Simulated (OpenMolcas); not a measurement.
## How methods differ on BF (SMILES [B]F)

The species is BF (2 atoms), meant as a singlet with charge 0. As SMILES, `[B]F`. The coordinates come from a PBE0-D4/def2-TZVP relaxation.

```xyz
2

B     0.0000    0.0000   -0.0094
F     0.0000    0.0000    1.2537
```

Each level gives the energy change with the B1–F2 bond stretched from 1.263 to 2.210 Å (eV). The values are calculated.

```tsv
level	kind	program	value (eV)
HF/STO-3G (restricted)	Hartree–Fock	OpenMolcas	7.96
SVWN5/STO-3G (restricted)	LDA	OpenMolcas	6.44
PBE/STO-3G (restricted)	GGA	OpenMolcas	5.99
M06-2X/STO-3G (restricted)	hybrid meta-GGA	OpenMolcas	7.22
MP2/STO-3G (restricted)	perturbation theory	OpenMolcas	7.22
CASPT2(2,2)/STO-3G	multireference	OpenMolcas	7.12
CASSCF(2,2)/STO-3G	multireference	OpenMolcas	?
MRCI(2,2)/STO-3G	multireference	OpenMolcas	?
FCI/STO-3G	exact in the basis	OpenMolcas	5.89
```

Task: Estimate the missing values from the other rows.

Result: As computed at these levels: CASSCF(2,2)/STO-3G: 7.78 eV; MRCI(2,2)/STO-3G: 6.11 eV. Spin-restricted single references rise too steeply as a bond breaks, Hartree–Fock most of all. The first shape isn't each level's own minimum. The values span 5.89 to 7.96 eV. All rows use very small basis sets, so even the best lies far from the true value.
